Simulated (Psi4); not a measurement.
# PHF2 (difluorophosphine), step by step

Wanted: a structure relaxation (M06-2X/6-31G*), then the harmonic vibrations of PHF2 (difluorophosphine). Input form: an ASE script.

The results are computed with Psi4 1.11.

### 1 The system as given

PHF2 has 4 atoms, charge 0, and is taken as a singlet. As SMILES, `FPF`. Geometry: relaxed at GFN2-xTB. The run starts from this shape.

Bond lengths: F1–P2 1.617 Å, P2–F3 1.617 Å, P2–H4 1.418 Å. Angles: F1–P2–F3 94.7°, F1–P2–H4 92.6°, F3–P2–H4 92.6°.

### 2 A structure relaxation at M06-2X/6-31G(d) (density fitting, Cartesian functions) (run 1)

Input file run.py:

```python
import numpy as np
from ase.calculators.psi4 import Psi4
from ase import Atoms
from ase.optimize import FIRE

atoms = Atoms(['F', 'P', 'F', 'H'], positions=[
    [1.200700, 0.603880, -0.244050],
    [-0.020800, -0.433020, -0.460000],
    [-1.177160, 0.665480, -0.195640],
    [-0.002740, -0.836340, 0.899690],
])
calc = Psi4(atoms=atoms, method='m06-2x', basis='6-31G*', memory='1600MB', num_threads=1, charge=0, multiplicity=1, label='f2hp')
atoms.calc = calc

opt = FIRE(atoms)
done = opt.run(fmax=0.02, steps=40)
print('converged:', done)
for s, p in zip(atoms.symbols, atoms.positions):
    print(f'{s:2s} {p[0]:12.6f} {p[1]:12.6f} {p[2]:12.6f}')
```

Started as:

```bash
$ python run.py
```

f2hp.dat:

```text
[...]
  Running in c1 symmetry.
[...]
  Nuclear repulsion =  116.839969392022368
[...]
  Multiplicity = 1
[...]
  Nalpha       = 17
  Nbeta        = 17
[...]
    Number of basis functions: 51
[...]
   @DF-RKS iter   1:  -541.51481901020588   -3.74905e-01   6.56850e-03 ADIIS/DIIS
[...]
   @DF-RKS iter  11:  -541.55235148711336   -2.27374e-13   2.34438e-09 DIIS
[...]
    Orbital Energies [Eh]
    ---------------------
    Doubly Occupied:
       1A    -78.161949     2A    -25.266970     3A    -25.266963
       4A     -6.956560     5A     -5.072367     6A     -5.070563
       7A     -5.066350     8A     -1.367720     9A     -1.335291
      10A     -0.747498    11A     -0.606551    12A     -0.595840
      13A     -0.572453    14A     -0.530085    15A     -0.508463
      16A     -0.488663    17A     -0.334356
[...]
  @DF-RKS Final Energy:  -541.55235148711336
   => Energetics <=
    Nuclear Repulsion Energy =            116.8399693920223683
    One-Electron Energy =                -983.4980123712413160
    Two-Electron Energy =                 346.3173262815996054
    DFT Exchange-Correlation Energy =     -21.2116347894940560
    Empirical Dispersion Energy =           0.0000000000000000
    VV10 Nonlocal Energy =                  0.0000000000000000
    Total Energy =                       -541.5523514871134694
[...]
 Multipole Moments:
 ------------------------------------------------------------------------------------
     Multipole            Electronic (a.u.)      Nuclear  (a.u.)        Total (a.u.)
 ------------------------------------------------------------------------------------
 L = 1.  Multiply by 2.5417464519 to convert [e a0] to [Debye]
 Dipole X            :         -0.0006451           -0.0117179           -0.0123630
 Dipole Y            :          0.7913923           -1.3555808           -0.5641885
 Dipole Z            :         -1.0217541            1.1294233            0.1076693
 Magnitude           :                                                    0.5745035
[...]
  -Total Gradient:
     Atom            X                  Y                   Z
    ------   -----------------  -----------------  -----------------
       1        0.000226274924     0.000023577246    -0.000177899240
       2        0.000007876876     0.000208395499     0.000293728617
       3       -0.000235578032     0.000041655700    -0.000175988087
       4        0.000001787064    -0.000313166301     0.000115172315
[...]
```

The script printed:

```text
Step     Time          Energy          fmax
FIRE:    0 hh:mm:ss   -14736.322095        1.821232
FIRE:    1 hh:mm:ss   -14736.356200        0.870197
FIRE:    2 hh:mm:ss   -14736.368819        0.771262
FIRE:    3 hh:mm:ss   -14736.372452        0.665157
FIRE:    4 hh:mm:ss   -14736.377648        0.480149
FIRE:    5 hh:mm:ss   -14736.381811        0.275609
FIRE:    6 hh:mm:ss   -14736.383770        0.415034
FIRE:    7 hh:mm:ss   -14736.384532        0.557493
FIRE:    8 hh:mm:ss   -14736.384810        0.537838
FIRE:    9 hh:mm:ss   -14736.385327        0.499292
FIRE:   10 hh:mm:ss   -14736.386009        0.443383
FIRE:   11 hh:mm:ss   -14736.386763        0.372449
FIRE:   12 hh:mm:ss   -14736.387488        0.289710
FIRE:   13 hh:mm:ss   -14736.388099        0.199612
FIRE:   14 hh:mm:ss   -14736.388540        0.113145
FIRE:   15 hh:mm:ss   -14736.388828        0.140518
FIRE:   16 hh:mm:ss   -14736.388982        0.170241
FIRE:   17 hh:mm:ss   -14736.389095        0.187115
FIRE:   18 hh:mm:ss   -14736.389278        0.182508
FIRE:   19 hh:mm:ss   -14736.389581        0.176602
FIRE:   20 hh:mm:ss   -14736.389918        0.129314
FIRE:   21 hh:mm:ss   -14736.390047        0.047788
FIRE:   22 hh:mm:ss   -14736.390049        0.046509
FIRE:   23 hh:mm:ss   -14736.390053        0.044001
FIRE:   24 hh:mm:ss   -14736.390059        0.040369
FIRE:   25 hh:mm:ss   -14736.390066        0.035764
FIRE:   26 hh:mm:ss   -14736.390073        0.030397
FIRE:   27 hh:mm:ss   -14736.390081        0.024539
FIRE:   28 hh:mm:ss   -14736.390089        0.018524
converged: True
F      1.226950     0.599166    -0.266566
P     -0.018828    -0.388187    -0.428520
F     -1.204381     0.661898    -0.216738
H     -0.003760    -0.873002     0.911515
```

Wall time 1.9 min (1 thread of Intel Xeon Platinum 8488C (Sapphire Rapids), shared host); peak memory 0.86 GiB.

Steps, from the record of the run:

| step | energy from the first frame kept (eV) | largest force (eV/Å) |
| --- | --- | --- |
| 0 | 0.0000 | 1.8212 |
| 2 | -0.0467 | 0.7713 |
| 4 | -0.0556 | 0.4802 |
| 6 | -0.0617 | 0.4150 |
| 8 | -0.0627 | 0.5378 |
| 10 | -0.0639 | 0.4434 |
| 12 | -0.0654 | 0.2897 |
| 14 | -0.0664 | 0.1131 |
| 16 | -0.0669 | 0.1702 |
| 18 | -0.0672 | 0.1825 |
| 20 | -0.0678 | 0.1293 |
| 22 | -0.0680 | 0.0465 |
| 24 | -0.0680 | 0.0404 |
| 26 | -0.0680 | 0.0304 |
| 28 | -0.0680 | 0.0185 |

After the run. Bond lengths: F1–P2 1.598 Å, P2–F3 1.598 Å, P2–H4 1.425 Å. Angles: F1–P2–F3 99.1°, F1–P2–H4 96.1°, F3–P2–H4 96.1°.

### 3 The harmonic vibrations at M06-2X/6-31G(d) (density fitting, Cartesian functions) (run 2)

Input file f2hp.sdf:

```

     RDKit          3D

  4  3  0  0  0  0  0  0  0  0999 V2000
    1.2264    0.5821   -0.2688 F   0  0  0  0  0  0  0  0  0  0  0  0
   -0.0194   -0.4053   -0.4308 P   0  0  0  0  0  0  0  0  0  0  0  0
   -1.2050    0.6448   -0.2190 F   0  0  0  0  0  0  0  0  0  0  0  0
   -0.0044   -0.8901    0.9093 H   0  0  0  0  0  0  0  0  0  0  0  0
  2  1  1  0
  3  2  1  0
  4  2  1  0
M  END
$$$$
```

Input file run.py:

```python
import numpy as np
from ase.calculators.psi4 import Psi4
from ase.io import read
from ase.vibrations import Vibrations

mol = read('f2hp.sdf')
calc = Psi4(atoms=mol, method='m06-2x', basis='6-31G*', memory='1600MB', num_threads=1, charge=0, multiplicity=1, label='calc')
mol.calc = calc

vib = Vibrations(mol, delta=0.02)
vib.run()
vib.summary()
```

Started as:

```bash
$ python run.py
```

calc.dat:

```text
[...]
  Running in c1 symmetry.
[...]
  Nuclear repulsion =  116.744590065246072
[...]
  Multiplicity = 1
[...]
  Nalpha       = 17
  Nbeta        = 17
[...]
    Number of basis functions: 51
[...]
   @DF-RKS iter   1:  -541.51444744641356   -3.82386e-01   6.58446e-03 DIIS/ADIIS
[...]
   @DF-RKS iter  11:  -541.55221057733422   -1.47793e-12   1.83766e-09 DIIS
[...]
    Orbital Energies [Eh]
    ---------------------
    Doubly Occupied:
       1A    -78.163384     2A    -25.267289     3A    -25.267270
       4A     -6.957645     5A     -5.073430     6A     -5.071626
       7A     -5.067438     8A     -1.367989     9A     -1.335574
      10A     -0.746509    11A     -0.606844    12A     -0.594864
      13A     -0.572751    14A     -0.530314    15A     -0.508730
      16A     -0.486899    17A     -0.334651
[...]
  @DF-RKS Final Energy:  -541.55221057733422
   => Energetics <=
    Nuclear Repulsion Energy =            116.7445900652460722
    One-Electron Energy =                -983.2997412652189269
    Two-Electron Energy =                 346.2121597502076042
    DFT Exchange-Correlation Energy =     -21.2092191275689785
    Empirical Dispersion Energy =           0.0000000000000000
    VV10 Nonlocal Energy =                  0.0000000000000000
    Total Energy =                       -541.5522105773343355
[...]
 Multipole Moments:
 ------------------------------------------------------------------------------------
     Multipole            Electronic (a.u.)      Nuclear  (a.u.)        Total (a.u.)
 ------------------------------------------------------------------------------------
 L = 1.  Multiply by 2.5417464519 to convert [e a0] to [Debye]
 Dipole X            :         -0.0007658           -0.0117727           -0.0125385
 Dipole Y            :          0.7953213           -1.3555933           -0.5602720
 Dipole Z            :         -1.0583278            1.1487455            0.0904177
 Magnitude           :                                                    0.5676595
[...]
  -Total Gradient:
     Atom            X                  Y                   Z
    ------   -----------------  -----------------  -----------------
       1        0.000355493942     0.000058078995     0.000138850501
       2       -0.000080013490     0.002181587533    -0.007475698206
       3       -0.000339069836     0.000061071408     0.000176835571
       4        0.000062125840    -0.002341028498     0.007174725788
[...]
```

On the terminal:

```text
---------------------
  #    meV     cm^-1
---------------------
  0    2.4i     19.6i
  1    0.7i      5.6i
  2    0.5       4.4
  3    1.5      11.7
  4    1.8      14.7
  5    2.6      20.7
  6   41.9     338.0
  7  111.3     897.4
  8  111.8     901.8
  9  121.7     981.5
 10  129.7    1046.2
 11  299.6    2416.3
---------------------
Zero-point energy: 0.411 eV
```

It took 94 s on 1 thread of Intel Xeon Platinum 8488C (Sapphire Rapids), shared host; peak memory 0.83 GiB.

### 4 Outcome

| quantity | value |
| --- | --- |
| run 1, M06-2X/6-31G*: total energy at the end | -541.55235 Eh |
| run 1, M06-2X/6-31G*: dipole moment | 1.46 D |
| run 1, M06-2X/6-31G*: HOMO energy | -9.10 eV |
| run 1, M06-2X/6-31G*: LUMO energy | 0.76 eV |
| run 1, M06-2X/6-31G*: HOMO–LUMO gap | 9.86 eV |

What this shows: The optimisation (run 1, M06-2X/6-31G*) took 28 steps and changed the energy by -0.068 eV.
